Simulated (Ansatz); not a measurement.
# CHBO (SMILES B1=CO1): functionals against CCSD(T) at one geometry

How do the functionals fare away from a minimum? The structure is a structure displaced at random from a GFN2-xTB minimum.

The runs use Ansatz 0.2.0, Gaussian basis; single points in def2-TZVPP.

Correlated methods freeze the cores.

## Step 1: The starting structure

SMILES `B1=CO1`, 4 atoms, charge 0, spin multiplicity 1.

Atoms are counted from 1 here; the program's logs count them from 0.

Bond lengths: B1–C2 1.614 Å, B1–O3 1.544 Å, C2–O3 1.317 Å, C2–H4 1.096 Å. Angles: C2–B1–O3 49.2°, B1–C2–O3 62.6°, B1–C2–H4 160.2°, O3–C2–H4 122.2°, B1–O3–C2 68.2°.

Geometry (Å):

```
B    -1.28500   -0.34730    0.16740
C     0.15030    0.38730    0.08500
O     0.13770   -0.92740    0.01260
H     0.98150    0.98540   -0.30490
```

## Step 2: CCSD(T)/def2-TZVPP

File run/in.yaml:

```yaml
crystal:
  periodic: [false, false, false]
  atoms:
    - {symbol: B, position_ang: [-1.285000, -0.347300, 0.167400]}
    - {symbol: C, position_ang: [0.150300, 0.387300, 0.085000]}
    - {symbol: O, position_ang: [0.137700, -0.927400, 0.012600]}
    - {symbol: H, position_ang: [0.981500, 0.985400, -0.304900]}
basis:
  gaussian: {orbitals: def2-TZVPP}
correlation: {method: ccsd_t}
output: {forces: true}
```

The command line of these runs was not kept.

## Step 3: PBE0-D4/def2-TZVPP

Changes to run/in.yaml since step 2:

```diff
@@ -9,3 +9,3 @@
   gaussian: {orbitals: def2-TZVPP}
-correlation: {method: ccsd_t}
-output: {forces: true}
+hamiltonian: {xc: pbe0, dispersion: d4}
+output: {forces: true, orbitals: {seedname: orbitals}}
```

## Step 4: wB97M-V/def2-TZVPP

Changes to run/in.yaml since step 3:

```diff
@@ -9,3 +9,3 @@
   gaussian: {orbitals: def2-TZVPP}
-hamiltonian: {xc: pbe0, dispersion: d4}
-output: {forces: true, orbitals: {seedname: orbitals}}
+hamiltonian: {xc: {name: wB97M-V}}
+output: {forces: true}
```

## Step 5: r2SCAN-D4/def2-TZVPP

Changes to run/in.yaml since step 4:

```diff
@@ -9,3 +9,3 @@
   gaussian: {orbitals: def2-TZVPP}
-hamiltonian: {xc: {name: wB97M-V}}
+hamiltonian: {xc: r2scan, dispersion: d4}
 output: {forces: true}
```

## Step 6: PBE-D4/def2-TZVPP

Changes to run/in.yaml since step 5:

```diff
@@ -9,3 +9,3 @@
   gaussian: {orbitals: def2-TZVPP}
-hamiltonian: {xc: r2scan, dispersion: d4}
+hamiltonian: {xc: pbe, dispersion: d4}
 output: {forces: true}
```

## Step 7: CAM-B3LYP-D4/def2-TZVPP

Changes to run/in.yaml since step 6:

```diff
@@ -9,3 +9,3 @@
   gaussian: {orbitals: def2-TZVPP}
-hamiltonian: {xc: pbe, dispersion: d4}
+hamiltonian: {xc: {name: CAM-B3LYP}, dispersion: d4}
 output: {forces: true}
```

## Step 8: BLYP-D4/def2-TZVPP

Changes to run/in.yaml since step 7:

```diff
@@ -9,3 +9,3 @@
   gaussian: {orbitals: def2-TZVPP}
-hamiltonian: {xc: {name: CAM-B3LYP}, dispersion: d4}
+hamiltonian: {xc: {name: BLYP}, dispersion: d4}
 output: {forces: true}
```

(Steps that only read results are left out.)

What does the calculation give? Wanted: energy less free atoms, CCSD(T)/def2-TZVPP; RMS force component; RMS force error; HOMO and LUMO, PBE0-D4; T1 diagnostic.

**Answer**, as computed:

| quantity | value |
| --- | --- |
| energy less free atoms, CCSD(T)/def2-TZVPP | -331.5 kcal/mol |
| RMS force component | 0.673 to 1.362 eV/Å over the methods |
| RMS force error | PBE0-D4 0.417, wB97M-V 0.381, r2SCAN-D4 0.208, PBE-D4 0.348, CAM-B3LYP-D4 0.517, BLYP-D4 0.366 eV/Å |
| HOMO and LUMO, PBE0-D4 | -6.06 and -3.70 eV |
| T1 diagnostic | 0.023 |

In words: Against CCSD(T) the functionals' energies less atoms differ by -32.6 to -10.3 kcal/mol, PBE-D4 by -32.6 kcal/mol. A larger basis would deepen the CCSD(T) value, while the functionals are nearly converged already, so the order here is not reliable. For forces r2SCAN-D4 does best and CAM-B3LYP-D4 worst. Frozen-core CCSD(T) forces in triple zeta carry basis errors of their own, and this is one geometry, so small gaps rank nothing. The restricted Hartree–Fock reference is unstable towards an unrestricted one at one or more of these structures.
